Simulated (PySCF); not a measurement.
**What binds SH⁻: the parts of the energy along the bond**

State: ¹Σ⁺, singlet, closed shell. RHF-based CCSD(T) in PySCF 2.14 with H aug-cc-pVTZ, S aug-cc-pV(T+d)Z and H aug-cc-pVQZ, S aug-cc-pV(Q+d)Z (frozen core orbitals: 5; no relativity). Correlation energies are extrapolated as n⁻³ (n = 3, 4), Hartree–Fock as (n+1)·exp(−9√n). CV is the change on freezing 1 orbitals instead, in H cc-pVTZ, S cc-pwCVTZ. SR is the spin-free X2C energy in H cc-pVTZ-DK, S cc-pVTZ-DK less the non-relativistic one in H cc-pVTZ, S cc-pVTZ. All energies in eV from H + S⁻.

```json
{"R (Å)": "1.1971", "HF/CBS": "-2.505", "CCSD corr.": "-1.128", "(T)": "-0.0552", "CV": "-0.0163", "SR": "0.0062", "total": "-3.698"}
{"R (Å)": "1.2516", "HF/CBS": "-2.726", "CCSD corr.": "-1.137", "(T)": "-0.0588", "CV": "-0.0125", "SR": "0.0067", "total": "-3.928"}
{"R (Å)": "1.3060", "HF/CBS": "-2.822", "CCSD corr.": "-1.149", "(T)": "-0.0626", "CV": "-0.0095", "SR": "0.0069", "total": "-4.036"}
{"R (Å)": "1.3604", "HF/CBS": "-2.822", "CCSD corr.": "-1.163", "(T)": "-0.0667", "CV": "-0.0069", "SR": "0.0067", "total": "-4.052"}
{"R (Å)": "1.4148", "HF/CBS": "-2.751", "CCSD corr.": "-1.179", "(T)": "-0.0709", "CV": "-0.0047", "SR": "0.0064", "total": "-3.999"}
{"R (Å)": "1.4828", "HF/CBS": "-2.589", "CCSD corr.": "-1.201", "(T)": "-0.0763", "CV": "-0.0026", "SR": "0.0057", "total": "-3.863"}
{"R (Å)": "1.5508", "HF/CBS": "-2.371", "CCSD corr.": "-1.226", "(T)": "-0.0821", "CV": "-0.0009", "SR": "0.0050", "total": "-3.675"}
```

A fit to the total gives Re = 1.3436 Å, De = 4.055 eV, ωe = 2653.9 cm⁻¹, Be = 9.558 cm⁻¹ (masses 1.0078 and 31.9721 u).

Problem. At R = 1.3604 Å the CCSD correlation energy is -0.218769 hartree in the smaller basis and -0.230922 in the larger. Extrapolate it.

Solution. (4³·E4 − 3³·E3)/(4³ − 3³) = -0.23979 hartree; the larger basis holds 96.3 % of it.

The T1 diagnostic is 0.010. The open-shell atoms are computed with UHF. Spin–orbit coupling, excitations beyond (T) and corrections to the Born–Oppenheimer picture are left out.
